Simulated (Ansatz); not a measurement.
Relaxation of AlClH₃ (5 atoms, charge 0, multiplicity 2), to a largest force component of 0.03 eV/Å in at most 50 steps.

Computed with UKS r2SCANh-D4/def2-SVP (Ansatz).

```xyz
5
Properties=species:S:1:pos:R:3
Al 0.000 0.000 -0.288
Cl 0.000 0.000 3.145
H 1.362 0.000 -1.133
H -1.362 0.000 -1.133
H 0.000 0.000 4.479
```

Q: Where does it end, and by what steps?

A: The run converged. After 3 steps the energy has fallen by 0.054 eV; Cl2 moved furthest, 0.33 Å.

| step | energy less start (eV) | largest force component (eV/Å) | accepted |
| --- | --- | --- | --- |
| 0 | 0.0000 | 1.230 | yes |
| 1 | -0.0433 | 0.631 | yes |
| 2 | -0.0530 | 0.057 | yes |
| 3 | -0.0541 | 0.004 | yes |

```xyz
5
Properties=species:S:1:pos:R:3
Al 0.000 0.000 -0.504
Cl 0.000 -0.001 3.475
H 1.372 0.000 -1.331
H -1.372 0.000 -1.331
H 0.000 0.001 4.760
```

Whether the end is a true minimum wasn't checked by a vibrational analysis.

Time of the run: 9 s on 1 thread of Intel(R) Xeon(R) Platinum 8488C (Sapphire Rapids), on a shared host, peak memory 0.17 GiB.
